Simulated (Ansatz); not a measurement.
One change: `CB[SiH3]` becomes `CBC`.

Ansatz, PBE0-D4/def2-TZVP geometries, multiplicity 1. 

```csv
property,`CB[SiH3]`
LUMO energy (PBE/def2-TZVPP) / eV,-2.81
HOMO–LUMO gap (B3LYP/def2-TZVPP) / eV,5.72
size of the dipole moment (ωB97M-V/def2-TZVPP) / D,1.22
HOMO–LUMO gap (PBE0/def2-TZVPP) / eV,6.09
HOMO–LUMO gap (ωB97M-V/def2-TZVPP) / eV,10.22
LUMO energy (PBE0/def2-TZVPP) / eV,-1.82
```

(1) What does the change do to each property? (An estimate is asked.)

Answers

(1) The calculation gave: 
| property | `CBC` | shift |
| --- | --- | --- |
| LUMO energy (PBE/def2-TZVPP) / eV | -1.62 | 1.19 |
| HOMO–LUMO gap (B3LYP/def2-TZVPP) / eV | 7.65 | 1.93 |
| size of the dipole moment (ωB97M-V/def2-TZVPP) / D | 0.43 | -0.79 |
| HOMO–LUMO gap (PBE0/def2-TZVPP) / eV | 8.05 | 1.96 |
| HOMO–LUMO gap (ωB97M-V/def2-TZVPP) / eV | 12.33 | 2.11 |
| LUMO energy (PBE0/def2-TZVPP) / eV | -0.58 | 1.24 |

With PBE0 the HOMO falls by 0.72 eV and the LUMO rises by 1.24 eV, so the gap widens by about 1.96 eV. PBE moves the HOMO by -0.54 eV and ωB97M-V by -0.89 eV. Dipoles are sizes alone; their direction can turn.

B3LYP here is the variant with VWN-RPA as its local correlation; programs differ in this.
